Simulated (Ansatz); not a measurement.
Base system: AlP in the zinc blende structure (space group F-43m, No. 216; a = 5.508 Å).

All numbers come from PBE, PAW, 420 eV (Ansatz, a program for electronic structure; no spin-orbit coupling).

| level | band gap | lattice parameter a |
|---|---|---|
| PBE | 1.63 eV | 5.508 Å |

Measured: band gap 2.54 eV (static lattice; corrected from measurement; as listed in Wei Chen et al., Physical Review Materials (2018)); lattice parameter a 5.451 Å (static lattice; corrected from measurement; as listed in Daniel Mejia-Rodriguez, S. B. Trickey, Phys. Rev. B (2018)).

Computed minus measured — band gap: PBE -0.91 eV; lattice parameter a: PBE +1.0 %. A measured gap can be an optical one, lowered by exciton binding.

Stability against distortions was not tested.
